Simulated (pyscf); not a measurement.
Substitution at C: CH₄ + CH₂ [triplet] → •H₂C–CH₃ + H•

Gas phase, triplet surface, charge 0. Bonds broken: C1–H2. Bonds formed: C1–C6. Structures and frequencies: ωB97X-D3(BJ)/def2-SVP in PySCF. Correlated levels are frozen-core, on RHF or UHF. ΔMP2 is the change of the MP2 total energy from the triple- to the quadruple-zeta basis.

Transition state (Å):

```xyz
8

C     -0.0005     0.0957    -0.0531
H      0.7718     0.6834    -1.0092
H      0.4658     0.7735     0.6741
H     -0.8778     0.4199    -0.6285
H      0.4887    -0.8573    -0.2992
C     -1.0400    -0.6776     1.2286
H     -1.9976    -1.1278     0.9401
H     -0.6557    -0.7582     2.2527
```

One imaginary mode, 1490i cm⁻¹; descent along it reached the two sides named.

```
bond   change  reactant side (Å)  saddle  product side
-----  ------  -----------------  ------  ------------
C1–H2  breaks              1.100   1.362           3.8
C1–C6   forms                3.7   1.822         1.490
```

Electronic energies relative to the separated reactants (eV):

| level | barrier | reaction energy | reverse barrier |
|---|---|---|---|
| ωB97X-D3(BJ)/def2-TZVP | 1.91 | +0.14 | 1.77 |
| PBE/def2-TZVP | 1.53 | +0.10 | 1.43 |
| r²SCAN/def2-TZVP | 1.69 | +0.29 | 1.40 |
| B3LYP-D3(BJ)/def2-TZVP | 1.80 | +0.27 | 1.52 |
| PBE0-D3(BJ)/def2-TZVP | 1.73 | +0.14 | 1.59 |
| M06-2X/def2-TZVP | 1.97 | +0.33 | 1.65 |
| ωB97M-D3(BJ)/def2-TZVP | 1.96 | +0.26 | 1.70 |
| HF/def2-TZVP | 2.87 | +0.62 | 2.25 |
| MP2/def2-QZVPP | 2.11 | +0.20 | 1.91 |
| CCSD/def2-TZVPP | 2.16 | +0.43 | 1.73 |
| CCSD(T)/def2-TZVPP | 2.04 | +0.36 | 1.68 |
| CCSD(T)/def2-TZVPP + ΔMP2(QZVPP) | 2.01 | +0.34 | 1.68 |

With CCSD(T)/def2-TZVPP + ΔMP2(QZVPP) energies and thermal terms (ideal gas, 1 atm, RRHO with modes under 100 cm⁻¹ raised to 100, one conformer, R ln 2 for rigid chiral ones), in eV:

```csv
T (K),ΔH‡,ΔG‡,ΔH,ΔG
298,1.93,2.27,+0.26,+0.29
600,1.94,2.62,+0.29,+0.31
900,1.98,2.95,+0.34,+0.31
1200,2.02,3.26,+0.39,+0.29
```

The same reactants have a lower exit, to CH₃• + CH₃• (barrier +0.51 eV at ωB97M-D3(BJ), against +1.96 eV here). •H₂C–CH₃ + H• also meet on a surface of lower spin, which isn't treated here. This is the saddle that the search found; another between the same sides may lie lower. The angle at the attacked C is 180°. The CCSD(T) − MP2 part came from Ansatz, without density fitting, on the same reference.
